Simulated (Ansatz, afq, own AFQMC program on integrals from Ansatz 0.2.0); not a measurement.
## BNH3, doublet → BNH₃⁺, triplet

```yaml
atoms:
  - { symbol: B, position_ang: [0.0000, -0.1798, 0.7865] }
  - { symbol: N, position_ang: [0.0000, 0.0674, -0.5650] }
  - { symbol: H, position_ang: [0.0000, 0.6578, 1.6392] }
  - { symbol: H, position_ang: [0.0000, 0.9957, -0.9652] }
  - { symbol: H, position_ang: [0.0000, -0.6620, -1.2589] }
```

Connectivity, by distances: BH–NH2.

E(triplet, charge +1) − E(doublet, charge +0) at this geometry, on UHF and UHF determinants.

Basis cc-pVTZ. Only valence electrons are correlated. AFQMC by an in-house program on the Cholesky factors that Ansatz 0.2.0 writes for its CCSD(T) run. ph-AFQMC/CISD is guided by a CISD state made of CCSD amplitudes; releasing the constraint for a short imaginary time cuts its bias at the price of noise, slowly where states lie close. Error bars are statistical, one sigma. The errors of all members are added in quadrature.

No full CI on the walks' own integrals is used here. The released AFQMC energy serves as the reference, which it does only where one determinant dominates, the energy is flat over the last release times and near the phaseless one (40 meV or 2 meV an electron, half that with transition metals). On small molecules, where full CI could be run and the noise was under 10 meV, such values lay within 10 meV of it in 19 cases of 20, a flattering rate, since the rule was set on those same cases; what remains of the bias isn't in the error bar. Each member takes its own surest rung, up to full CI.

The best estimate is CCSD(T) at the basis-set limit (CBS: def2-TZVPP and def2-QZVPP, with their diffuse functions for anions and beside diffuse sets, CCSD(T) itself extrapolated) plus the step from CCSD(T) to AFQMC with the constraint released in cc-pVTZ. Rows without CBS are in cc-pVTZ; B2PLYP and the wave-function rows carry a basis error of their own. Core correlation and relativity beyond core potentials are missing, and ± holds the sampling alone.

Cautions: BNH₃ (doublet): the released value is read at 2.40 1/Eh (meV from the phaseless value at times in 1/Eh: -8 ± 4 at 0.24, -5 ± 4 at 0.51, -14 ± 3 at 0.99, 3 ± 8 at 1.62, -3 ± 7 at 2.40); BNH₃⁺ (triplet): another spin lies lower, the released value is read at 2.40 1/Eh (meV from the phaseless value at times in 1/Eh: -3 ± 5 at 0.24, -3 ± 3 at 0.51, -16 ± 4 at 0.99, -10 ± 7 at 1.62, -17 ± 7 at 2.40); this isn't the first ionization.

Best estimate: 1124.1 ± 1.0 kJ/mol.

| level | vertical ionization energy (kJ/mol) | error against the best estimate (kJ/mol) |
| --- | --- | --- |
| HF | 952.7 | -171.4 ± 1.0 |
| MP2 | 1120.3 | -3.9 ± 1.0 |
| CCSD | 1099.2 | -25.0 ± 1.0 |
| CCSD(T) | 1111.3 | -12.8 ± 1.0 |
| ph-AFQMC/CISD | 1112.0 ± 0.7 | -12.2 ± 1.2 |
| released AFQMC | 1110.6 ± 1.0 | -13.5 |
| HF/CBS | 954.0 | -170.1 ± 1.0 |
| MP2/CBS | 1135.6 | 11.4 ± 1.0 |
| CCSD(T)/CBS | 1124.9 | 0.7 ± 1.0 |
| PBE | 1129.6 | 5.5 ± 1.0 |
| r2SCAN | 1109.2 | -15.0 ± 1.0 |
| PBE0 | 1111.4 | -12.8 ± 1.0 |
| B3LYP | 1122.6 | -1.6 ± 1.0 |
| wB97M-V | 1117.2 | -6.9 ± 1.0 |
| B2PLYP | 1112.9 | -11.2 ± 1.0 |

Correlation beyond CCSD(T) changes it by less than twice the noise. Going to the basis-set limit adds 13.5 kJ/mol at CCSD(T). The perturbative (T) step is worth +12.2 kJ/mol. The functionals spread over 20.5 kJ/mol; B3LYP and PBE come nearest and r2SCAN is 15.0 kJ/mol too low.

Best estimates are given only where the step beyond CCSD(T) is under 0.3 eV and no member's determinant is very poor (T1 over 0.05, or 0.07 for open shells, ⟨S²⟩ too high by 0.3, two states mixed), so the hardest cases are missing from such tables.

The functionals ran in a triple-zeta set and keep a basis error of their own, a few kJ/mol for each bond in atomization energies and more for double hybrids, so close places among them and the extrapolated levels can swap.

Each member of a difference takes its own highest rung, so a best estimate needn't equal the limit plus the step of one row. A walk keeps the symmetry of its determinant, which the program's search chose and which needn't be the lowest solution, so a lower state of the same spin and another symmetry isn't excluded. Released energies are given only where the last usable release times agree within the noise; a slower fall can still hide under it.
